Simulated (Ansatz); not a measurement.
Results of PBE-D3(BJ) (Ansatz, a quantum-chemistry and plane-wave program, PAW) for Cu₂ZnSnS₄ (I-4, No. 82).

Settings: plane-wave cutoff 500 eV, 10×10×10 k mesh, Fermi–Dirac smearing 0.05 eV, no spin polarisation, scalar-relativistic PAW data made under PBE.

Cell (relaxed at this level):

Cu$_{2}$SnZnS$_{4}$ has the tetragonal space group I-4 (No. 82), Pearson symbol tI16. Conventional cell: a = b = 5.394 Å, c = 10.789 Å, α = β = γ = 90.00°. Zn on 2c is surrounded by 4 S at 2.334 Å (tetrahedral). Cu1 on 2a is coordinated by 4 S at 2.285 Å (tetrahedral). Cu2 on 2d is coordinated by 4 S at 2.283 Å (tetrahedral). Sn on 2b is coordinated by 4 S at 2.448 Å (tetrahedral). S on 8g sees 2 Cu at 2.283 Å and 1 Zn at 2.334 Å and 1 Sn at 2.448 Å (tetrahedral). (Neighbours: up to the widest gap in distance over summed covalent radii, below 1.35, at either atom; cation-cation and far metal-metal contacts left out.)
(The calculation used a cell of 8 atoms; values per cell refer to that cell.)

Q: What does this level give for the band gap?

A: 
* **band gap**: 0.16 eV (on the SCF k mesh)

Measured, for comparison: band gap 1.49 eV (temperature not stated, no zero-point or thermal correction, direct; as tabulated in Wikipedia's data pages).

Spin–orbit coupling is not included.

Computed values are for the static lattice.

Computing time: around 15 core-minutes (rough).
